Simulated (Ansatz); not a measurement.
# SiN (doublet): wave-function methods side by side, def2-QZVPP

The task here is to estimate one member of a computed series from the others.

Computed with Ansatz 0.2.0, Gaussian basis. Level: def2-QZVPP, core rule «outside noble gas», up to 6 orbitals frozen.

Plan: UHF; ROHF; CCSD(T) on UHF.

## What is computed

The geometry is a PBE0/def2-TZVP stationary point (not a proven minimum) of the parent state, kept for this charge and spin.

2 atoms, charge 0, spin multiplicity 2.

Atoms are counted from 1 here; the program's logs count them from 0.

Bond lengths: Si1–N2 1.889 Å.

The first run:

The input, in.yaml:

```yaml
crystal:
  periodic: [false, false, false]
  atoms:
    - {symbol: Si, position_ang: [0.000000, 0.000000, 0.000000]}
    - {symbol: N, position_ang: [0.000000, 0.000000, 1.889128]}
basis:
  gaussian: {orbitals: "def2-QZVPP.json"}
magnetization: {spin_polarized: true, initial_magnetization: 1}
hamiltonian: {xc: hf}
output: {orbitals: {seedname: orbitals}}
```

On the command line:

```bash
$ ansatz run in.yaml --threads 1 --pin off --events-out ev --progress --plain --max-ram 4096MiB --backend cpu
```

Steps of the session up to this table: UHF; ROHF; CCSD(T) on UHF.

One of the session's tables, all rows but one given; the rest of the session is left out.

```
  method  from UCCSD(T) (meV)
    ROHF              +8929.4
     UHF              +7765.6
    UMP2              +1714.2
   UCCSD                    ?
UCCSD(T)                    0
```

Estimate the missing values for UCCSD.

**Answer.** from UCCSD(T) (meV): +472.2. In the column «from UCCSD(T) (meV)» it lies between UCCSD(T) (0) and UMP2 (+1714.2).

To keep in mind: The determinant is far from a pure spin state, so its energy mixes those of several spin states (harmless only where they are near-degenerate, as at dissociation).
